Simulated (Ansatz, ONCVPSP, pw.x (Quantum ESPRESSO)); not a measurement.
# pw.x on bcc P: one setting changed

Potential: optimised norm-conserving Vanderbilt (ONCV), ONCVPSP 4.0.1.1 (patched build), LDA (Perdew-Wang 92); core [Ne], reference 3s2 3p1; waves: 3s: rc 1.60 bohr, ncon 4, nbas 7, qcut 4.6 1/bohr, 2 projectors, debl 1.6 Ha; 3p: rc 1.55 bohr, ncon 5, nbas 9, qcut 5.3 1/bohr, 2 projectors, debl 3.7 Ha; d scattering state at 0.42 Ha: rc 1.75 bohr, ncon 3, nbas 6, qcut 6.6 1/bohr, 2 projectors, debl 0.4 Ha; local part: polynomial inside 1.55 bohr (lpopt 3, dvloc0 -1 Ha); core correction: none. In the d channel the program set the typed energies aside and used 0.050, 0.450 Ha.

The reference run (k-mesh 15³, cutoffs 85/340 Ry, Fermi–Dirac 0.01 Ry, mixing_beta 0.4, conv_thr 1e-9, no spin) gives -1.47 GPa at 13.634 Å³/atom, where all-electron LAPW gives -0.50 GPa. This run, with its own iteration cap, changes ecutrho/ecutwfc to 2.

```
&control
  calculation='scf', prefix='x', pseudo_dir='./', outdir='./tmp', tstress=.true., disk_io='none'
/
&system
  ibrav=0, nat=1, ntyp=1, ecutwfc=85, ecutrho=170, nbnd=9,
  occupations='smearing', smearing='fd', degauss=0.01
/
&electrons
  conv_thr=1e-09, mixing_beta=0.4, electron_maxstep=50
/
ATOMIC_SPECIES
P 1.0 P.UPF
CELL_PARAMETERS angstrom
  -1.50494663 1.50494663 1.50494663
  1.50494663 -1.50494663 1.50494663
  1.50494663 1.50494663 -1.50494663
ATOMIC_POSITIONS crystal
P 0.0000 0.0000 0.0000
K_POINTS automatic
15 15 15 0 0 0
```

```bash
pw.x < P.scf.in > P.scf.out
```

**Question.** How does the run end?

**Answer.** It converges in 7 iterations; the free energy moves by +0.0 meV/atom and the pressure by +0.00 GPa. Below 4 the density is truncated and F is no longer variational, so a small shift in one case is no licence.

```
Message from routine set_cutoff:
     ecutrho < 4*ecutwfc, are you sure?
     Message from routine setup:
     using ibrav=0 with symmetry is DISCOURAGED, use correct ibrav instead
     lattice parameter (alat)  =       4.9258  a.u.
     unit-cell volume          =      92.0068 (a.u.)^3
     number of electrons       =         5.00
     number of Kohn-Sham states=            9
     kinetic-energy cutoff     =      85.0000  Ry
     charge density cutoff     =     170.0000  Ry
     scf convergence threshold =      1.0E-09
     Exchange-correlation= SLA  PW   NOGX NOGC
     number of k points=   120  Fermi-Dirac smearing, width (Ry)=  0.0100
     iteration #  1     ecut=    85.00 Ry     beta= 0.40
     total energy              =     -13.26011095 Ry
     estimated scf accuracy    <       0.18826196 Ry
     iteration #  2     ecut=    85.00 Ry     beta= 0.40
     total energy              =     -13.23839194 Ry
     estimated scf accuracy    <       0.04970280 Ry
     iteration #  3     ecut=    85.00 Ry     beta= 0.40
     total energy              =     -13.24286328 Ry
     estimated scf accuracy    <       0.00003465 Ry
     iteration #  4     ecut=    85.00 Ry     beta= 0.40
     c_bands:  1 eigenvalues not converged
     c_bands:  1 eigenvalues not converged
     total energy              =     -13.24297116 Ry
     estimated scf accuracy    <       0.00001170 Ry
     iteration #  5     ecut=    85.00 Ry     beta= 0.40
     total energy              =     -13.24297211 Ry
     estimated scf accuracy    <       0.00000032 Ry
     iteration #  6     ecut=    85.00 Ry     beta= 0.40
     total energy              =     -13.24297221 Ry
     estimated scf accuracy    <       0.00000001 Ry
     iteration #  7     ecut=    85.00 Ry     beta= 0.40
     the Fermi energy is    11.7586 ev
!    total energy              =     -13.24297221 Ry
     estimated scf accuracy    <          7.8E-10 Ry
     smearing contrib. (-TS)   =      -0.00203484 Ry
     The total energy is F=E-TS. E is the sum of the following terms:
     one-electron contribution =       5.96030384 Ry
     hartree contribution      =       0.19594946 Ry
     xc contribution           =      -3.40161170 Ry
     ewald contribution        =     -15.99557896 Ry
     convergence has been achieved in   7 iterations
          total   stress  (Ry/bohr**3)                   (kbar)     P=      -14.73
     Message from routine punch:
     Nothing written, as per user request (disk_io='none')
```

The run took about 6 s on one core of a shared host (Intel(R) Xeon(R) 6975P-C, 192 threads, 378 GiB, load 54).
